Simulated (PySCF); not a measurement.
## What binds to hydrogen chloride, and how strongly

Gas-phase complexes of hydrogen chloride, each in one structure from a short search with a few starts, optimised by PBE0-D3(BJ)/def2-SVPD or PBE0-D3(BJ)/def2-TZVPD; other ways of binding may lie lower. Energies in kcal/mol, wB97M-D3(BJ)/def2-TZVPD, counterpoise-corrected (PySCF): interaction is complex less parts frozen as they stand in it, binding adds what it costs to deform them. Contacts are written partner···hydrogen chloride; electrostatic, Pauli and orbital are terms of the uncorrected same energy, whose rest is dispersion or correlation.

4 other partners are left out, for which the search missed the form known or expected to bind best.

Frequency runs check only 1 of the 4 structures; these show no clear imaginary mode. 3 further partners within 0.25 kcal/mol of a listed one are not ranked.

**Question.** Order these partners of hydrogen chloride by binding energy, strongest first: bromide, acetonitrile, dimethyl sulfide, ethylene.

**Answer.** bromide (-17.6), dimethyl sulfide (-5.8), acetonitrile (-5.5), ethylene (-3.2).
```
         partner  contact  distance (Å)  binding  interaction  electrostatic  Pauli  orbital
         bromide   Br···H          1.89    -17.6        -24.3          -31.5   41.9    -34.0
dimethyl sulfide    S···H          2.04     -5.8         -7.2          -15.0   24.2    -14.4
    acetonitrile    N···H          1.90     -5.5         -5.7          -10.5   11.5     -6.0
        ethylene    C···H          2.37     -3.2         -3.3           -5.2    6.6     -3.6
```
